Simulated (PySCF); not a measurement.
## Atomic charges by several schemes

Compound: C2H7O2P.
Geometry (PBE0-D3(BJ)/def2-TZVP, Å), atoms numbered from 1 in this order:
```
atom  x, y, z in Å
C1     1.3808    0.2074   -0.6564
P2     0.0517    0.1645    0.5497
C3    -1.1802   -0.9726   -0.0947
O4     0.4707   -0.1039    1.9350
O5    -0.6421    1.6088    0.3619
H6     1.0101    0.4974   -1.6406
H7     2.1251    0.9318   -0.3228
H8     1.8481   -0.7769   -0.7151
H9    -2.0435   -0.9590    0.5723
H10   -1.4980   -0.6822   -1.0975
H11   -0.7671   -1.9820   -0.1183
H12   -0.7190    2.0374    1.2212
```

Density: PBE0/pcSseg-2 (PySCF); schemes: Mulliken, IAO, Hirshfeld and ESP-fitted. The structure is a single PBE0-D3(BJ)/def2-TZVP conformer in the gas phase; no vibrational or solvent corrections.

Question: Which atoms carry the lowest charge in the Mulliken, IAO, Hirshfeld and ESP-fitted schemes?

Answer: The schemes don't all agree: Mulliken O4 (-0.620); IAO O4 (-0.950); Hirshfeld O4 (-0.418); ESP-fitted C1 (-0.770).

Question: At which atom do the 4 schemes differ most?

Answer: At P2: from +0.465 (Hirshfeld) to +1.780 e (IAO), 1.315 e apart.

Question: What partial charge does each atom carry?

Answer: In e:

```tsv
atom	environment	Mulliken	IAO	Hirshfeld	ESP-fitted
C1	sp3 carbon bound to phosphorus	-0.152	-0.734	-0.172	-0.770
P2	phosphoryl phosphorus	+0.809	+1.780	+0.465	+1.217
C3	sp3 carbon bound to phosphorus	-0.151	-0.735	-0.173	-0.764
O4	phosphoryl oxygen	-0.620	-0.950	-0.418	-0.723
O5	hydroxyl oxygen	-0.450	-0.801	-0.248	-0.646
H6	methyl hydrogen	+0.047	+0.171	+0.058	+0.219
H7	methyl hydrogen	+0.063	+0.181	+0.063	+0.212
H8	methyl hydrogen	+0.049	+0.174	+0.061	+0.212
H9	methyl hydrogen	+0.060	+0.180	+0.062	+0.208
H10	methyl hydrogen	+0.046	+0.170	+0.057	+0.213
H11	methyl hydrogen	+0.051	+0.174	+0.061	+0.212
H12	hydroxyl hydrogen	+0.248	+0.389	+0.184	+0.410
```

Mean size of the charges over all atoms: IAO 0.537 e, ESP-fitted 0.484 e, Mulliken 0.229 e, Hirshfeld 0.168 e. Each set sums to the total charge, 0, to within 0.001 e. The IAO scheme projects the occupied orbitals on a minimal set of polarised atomic orbitals and counts the electrons in each atom's part of it.

Question: Sum the charges by element, for elements with more than one atom.

Answer: 
| element | atoms | Mulliken | IAO | Hirshfeld | ESP-fitted |
| --- | --- | --- | --- | --- | --- |
| C | 2 | -0.303 | -1.470 | -0.345 | -1.534 |
| O | 2 | -1.070 | -1.751 | -0.666 | -1.369 |
| H | 7 | +0.565 | +1.440 | +0.546 | +1.686 |

Question: How closely do the schemes follow one another over all atoms?

Answer: Correlation coefficient and root-mean-square difference: Mulliken with Hirshfeld 0.98, 0.131 e; IAO with ESP-fitted 0.98, 0.184 e; IAO with Hirshfeld 0.97, 0.506 e; Mulliken with IAO 0.96, 0.405 e; Hirshfeld with ESP-fitted 0.95, 0.378 e; Mulliken with ESP-fitted 0.90, 0.310 e.

Question: How many electrons does the Hirshfeld scheme count on O5?

Answer: Z − q = 8 − (-0.248) = 8.248.
